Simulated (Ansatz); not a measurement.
Basis-set series for MgS (`[Mg]=[S]`). Charge 0, multiplicity 1. The structure was optimised at the PBE0-D4/def2-TZVP level.

```
atom   x (Å)   y (Å)   z (Å)
 Mg1  -0.760   0.738  -0.136
  S2   0.760  -0.738   0.136
```

```
functional       basis  functions  energy (Eh)  HOMO (eV)  LUMO (eV)
   PBE0-D4  def2-TZVPP         74   -598.01302      -5.83      -3.71
   PBE0-D4  def2-QZVPP        133   -598.03472      -5.85      -3.70
   ωB97M-V  def2-TZVPP         74   -598.22449      -7.89      -2.14
   ωB97M-V  def2-QZVPP        133   -598.24527      -7.92      -2.16
```

Give the rows for def2-SVP. (Estimate.)

Computed: 
```tsv
functional	basis	functions	energy (Eh)	HOMO (eV)	LUMO (eV)
PBE0-D4	def2-SVP	36	-597.80345	-5.78	-3.72
ωB97M-V	def2-SVP	36	-598.01660	-7.78	-2.13
```
